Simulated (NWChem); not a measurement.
A calculation on Cl

SMILES: [Cl]
```xyz
1

Cl     0.0000     0.0000     0.0000
```
Charge 0, spin multiplicity 2.

Everything below was run with NWChem.

The correlated methods keep 5 core orbitals frozen. The Pople sets run with spherical d functions. No SCF solution was tested for a lower state.

Worked example. A B2PLYP run in 6-311G** ends its self-consistent part (53 % exact exchange, 47 % B88, 73 % LYP) at -459.96824 Ha, and second-order perturbation theory on those orbitals gives -0.13524 Ha unscaled.

The perturbative term enters with the weight 0.27: -459.96824 + 0.27·(-0.13524) = -460.00475 Ha is the total energy.
